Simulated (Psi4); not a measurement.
Process, species as SMILES: N#N (N2) + H+ → N#[NH+]
B3LYP-D3(BJ)/def2-TZVP geometries, fixed; electronic energies without zero-point terms; positive where energy is released.

The proton affinity at MP2 with Psi4, in kcal/mol, split into its Hartree-Fock and correlation parts. Density fitting with the program's default auxiliary sets. Cores are frozen. No added dispersion term, no relativity. Functions are those of the species that has most.

| basis | X | functions | Hartree-Fock | MP2 |
|---|---|---|---|---|
| cc-pVDZ | 2 | 33 | 120.89 | 124.94 |
| cc-pVTZ | 3 | 74 | 121.52 | 123.15 |
| cc-pVQZ | 4 | 140 | 121.43 | 122.20 |
| cc-pV5Z | 5 | 237 | 121.41 | 121.59 |

Worked estimate of the basis-set limit from each neighbouring pair, with Hartree-Fock from the larger set and the correlation part extrapolated as X^-3.
Correlation parts: X = 2: 4.05, X = 3: 1.63, X = 4: 0.77, X = 5: 0.18.
- (2,3): (27·(1.63) - 8·(4.05))/19 = 0.61; with Hartree-Fock 121.52 the estimate is 122.13 kcal/mol.
- (3,4): (64·(0.77) - 27·(1.63))/37 = 0.14; with Hartree-Fock 121.43 the estimate is 121.57 kcal/mol.
- (4,5): (125·(0.18) - 64·(0.77))/61 = -0.44; with Hartree-Fock 121.41 the estimate is 120.97 kcal/mol.
The last two estimates differ by 0.60 kcal/mol; the largest set lies 0.62 from the last. Over the last step Hartree-Fock moves by -0.02 and the correlation part by -0.59.
